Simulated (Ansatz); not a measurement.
We consider 1T (CdI2-type) SnSe₂, described by HSE06-D3(BJ) (PAW; Ansatz, a first-principles code).

Run with plane-wave cutoff 520 eV, 6×6×4 k mesh (along the axes of the cell as run), Fermi–Dirac smearing 0.01 eV, scalar-relativistic PAW data made under PBE.

Starting structure:

```xyz
3
Lattice="3.8100 0.0000 0.0000 -1.9050 3.2996 0.0000 0.0000 0.0000 6.1400" Properties=species:S:1:pos:R:3 pbc="T T T"
Sn     0.0000     0.0000     0.0000
Se     0.0000     2.1997     1.5350
Se     1.9050     1.0999     4.6050
```

Into what structure does the relaxation of cell and atoms lead at this level, with the symmetry of the start kept?

The volume falls by 4.2 %; final space group P-3m1.
```xyz
3
Lattice="3.7840 0.0000 0.0000 -1.8920 3.2770 0.0000 0.0000 0.0000 5.9633" Properties=species:S:1:pos:R:3 pbc="T T T"
Sn     0.0000     0.0000     0.0000
Se     0.0000     2.1847     1.5615
Se     1.8920     1.0923     4.4018
```
